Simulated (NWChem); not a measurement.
System: pyridine (C₅H₅N); SMILES c1ccncc1

Results from NWChem. Pople sets run with spherical d functions. The level has its own optimisation; frequencies are unscaled. Brackets give each atom's bonded neighbours.

**Question.** Predict the results for Hartree-Fock/6-31G*. Quantities: r C–C [C(CCH)–C(CCH)] (Å); r C–H [C(CCH)–H(C)] (Å); r C–C [C(CCH)–C(CHN)] (Å); r C–N (Å); highest harmonic frequency (cm⁻¹); lowest (cm⁻¹); zero-point energy (kcal/mol); dipole (D).

**Answer.** 
```json
{
  "r C–C [C(CCH)–C(CCH)] (Å)": "1.384",
  "r C–H [C(CCH)–H(C)] (Å)": "1.075",
  "r C–C [C(CCH)–C(CHN)] (Å)": "1.385",
  "r C–N (Å)": "1.321",
  "highest harmonic frequency (cm⁻¹)": "3399",
  "lowest (cm⁻¹)": "438",
  "zero-point energy (kcal/mol)": "59.9",
  "dipole (D)": "2.31"
}
```
